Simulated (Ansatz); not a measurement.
The cluster MgAl2. Charge 0, multiplicity 3. Geometry PBE0-D4/def2-TZVPD, that of the charge -1 doublet; atoms count from 1.

```xyz
3

Al   -0.3247   -0.9107   -1.1374
Al    1.4200   -0.0366    0.4594
Mg   -1.0953    0.9473    0.6779
```

The structure comes from a short search, and lower isomers may exist.

Q: Estimate the Mulliken populations from the PBE0/def2-TZVPD orbitals of Ansatz.

A: 
| atom | charge (e) | spin (α − β) |
| --- | --- | --- |
| Al1 | -0.12 | 0.95 |
| Al2 | -0.12 | 0.95 |
| Mg3 | 0.23 | 0.10 |
Mulliken values and Mayer orders depend strongly on the basis. With diffuse functions, as here, like atoms can get unlike values, and bond orders can come out too low or too high.

Q: Where does the spin sit?

A: Summed by element: Al 1.90, Mg 0.10, of 2 unpaired in all. Largest on single atoms: Al1 0.95, Al2 0.95, Mg3 0.10.

Q: And the Mayer bond orders between bonded heavy atoms (over 0.3)?

A: Al1–Al2 1.06 (2.52 Å); Al1–Mg3 0.80 (2.71 Å); Al2–Mg3 0.80 (2.71 Å).
